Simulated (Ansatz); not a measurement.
Geometry optimisation, UKS PBE0-D4/def2-SVP in Ansatz 0.2.0.

input.yaml

```yaml
crystal:
  periodic: [false, false, false]
  atoms:
    - { symbol: H, position_ang: [-0.336116, -0.389972, -0.275348] }
    - { symbol: O, position_ang: [-0.8827, -2.321458, 0.782246] }
    - { symbol: Si, position_ang: [0.466769, 0.809052, -0.419466] }
    - { symbol: H, position_ang: [-1.464365, -1.760612, 1.330492] }
    - { symbol: H, position_ang: [1.2376, 1.064593, 0.829921] }
    - { symbol: H, position_ang: [-0.431231, 1.971537, -0.685203] }
    - { symbol: H, position_ang: [1.409943, 0.62686, -1.562541] }
magnetization:
  spin_polarized: true
  initial_magnetization: 1
basis:
  gaussian: { orbitals: def2-SVP }
hamiltonian:
  xc: pbe0
  dispersion: d4
relax:
  f_tol: 0.03
  max_steps: 50
```

Launched with:

```bash
$ ansatz run input.yaml --threads 1 --pin off --max-ram 2048MiB --backend cpu --events-out ev --progress --plain --runs-dir out
```

Question: Where does it end, and by what steps?

Answer: The run converged. The force dipped under the threshold on the way, but the program's further checks kept it going. After 34 steps the energy has fallen by 1.333 eV; H1 moved furthest, 1.55 Å. Parted: H1–Si3. Joined: H1–O2.

```
step  energy less start (eV)  largest force component (eV/Å)  accepted
   0                  0.0000                           0.760       yes
   2                 -0.0315                           0.312       yes
   4                 -0.0629                           0.250       yes
   6                 -0.0899                           1.293       yes
   8                 -0.1678                           0.373       yes
  10                 -0.1998                           0.235       yes
  12                 -0.5008                           2.070       yes
  14                 -1.1841                           1.907       yes
  16                 -1.3088                           0.274       yes
  18                 -1.3214                           0.242       yes
  20                 -1.3304                           0.018       yes
  22                 -1.3310                           0.069       yes
  24                 -1.3315                           0.079       yes
  26                 -1.3322                           0.109       yes
  28                 -1.3328                           0.032       yes
  30                 -1.3329                           0.008       yes
  32                 -1.3331                           0.062       yes
  34                 -1.3332                           0.007       yes
```

```xyz
7
Properties=species:S:1:pos:R:3
H -1.087 -1.743 -0.281
O -0.458 -1.568 0.428
Si 0.301 1.037 -0.304
H -1.020 -1.351 1.182
H 0.954 0.911 1.033
H 0.299 2.482 -0.715
H 1.011 0.232 -1.342
```

Whether the end is a true minimum wasn't checked by a vibrational analysis.

Run time: 49 s on 1 thread of Intel(R) Xeon(R) 6975P-C (Granite Rapids) (shared host), peak memory 0.15 GiB.
